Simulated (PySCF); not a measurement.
**SiB⁺ at PW91**

Computed with PW91; basis Si def2-TZVPPD, B def2-TZVPPD; no relativity; PySCF 2.14.

| Item | Value |
| --- | --- |
| state | ³Π (triplet), unpaired electrons σ ↑, π ↑ |
| bond length | 2.122 Å |
| harmonic wavenumber | 525 cm⁻¹ |
| force constant | 1.29 mdyn/Å |
| rotational constant Be | 0.4737 cm⁻¹ |
| anharmonicity ωexe | 5.83 cm⁻¹ |
| vibration–rotation constant αe | 0.00628 cm⁻¹ |
| well depth De to Si⁺ + B | 288 kJ/mol |
| dissociation energy D0 | 285 kJ/mol |
| bond order (Mayer) | 1.28 |
| dipole moment (positive dipole points towards B; it is taken about the centre of mass and depends on that origin) | 0.45 D |

For an ion De counts to the pair picked by the measured ionisation energies or electron affinities, which need not be the lowest pair at this level. The state is the lowest determinant that a PBE0 search found; another state may lie lower at other levels.
